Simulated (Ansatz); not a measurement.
Ansatz (a quantum-chemistry and plane-wave program) input (CCSD(T)/cc-pCVDZ): A basis named .json is the Basis Set Exchange file of that set (core-valence sets with the plain set on hydrogen).

Ansatz 0.2 input:
```yaml
crystal:
  periodic: [false, false, false]
  atoms:
    - {symbol: F, position_ang: [-0.00000000, -0.00000000, -0.09245367]}
    - {symbol: H, position_ang: [0.00000000, 0.00000000, 0.83208299]}
basis:
  gaussian:
    orbitals: cc-pCVDZ.json
magnetization: {spin_polarized: false}
correlation: {method: ccsd_t, frozen_orbitals: {F: 0, H: 0}}
```

Output:

```
Functional definition: HF
integrals: 0.00 GiB planned
211 factors; integrals over basis functions are off by at most 1.5e-3 eV
mean field: 0.04 GiB planned
mean field evaluation 1: about -2720.7616 eV, gradient 2.4e1 eV
mean field evaluation 2: about -2720.7617 eV, gradient 2.4e1 eV
mean field evaluation 4: about -2721.6595 eV, gradient 1.2e0 eV
mean field evaluation 8: about -2721.6648 eV, gradient 2.4e-5 eV
mean field evaluation 16: about -2721.6643 eV, gradient 3.5e-1 eV
mean field -2721.66482314 eV, -100.0193374398 hartree, gradient 1.1e-6 eV, S^2 0.000000; 0 other end points of the search recorded, 0 dependent functions left out
reference -2721.66482314 eV, -100.0193374398 hartree; 5, 5 occupied and 18, 18 virtual orbitals, 211 factors
second order -6.61719368 eV of doubles, -0.00000000 eV of singles
coupled cluster: 0.04 GiB planned
cycle   1  -6.67843051 eV  change   -6.1e-2 eV  update   2.9e-2
cycle   2  -6.76005822 eV  change   -8.2e-2 eV  update   7.9e-3
cycle   3  -6.77495661 eV  change   -1.5e-2 eV  update   2.9e-3
cycle   4  -6.77352318 eV  change    1.4e-3 eV  update   4.6e-4
cycle   5  -6.77369442 eV  change   -1.7e-4 eV  update   1.4e-4
cycle   6  -6.77368593 eV  change    8.5e-6 eV  update   3.7e-5
cycle   7  -6.77366394 eV  change    2.2e-5 eV  update   8.2e-6
cycle   8  -6.77366451 eV  change   -5.7e-7 eV  update   1.3e-6
perturbative correction -0.05875543 eV, -0.0021592221 hartree
Total energy: -2728.49724308 eV, -100.2704242412 hartree
```
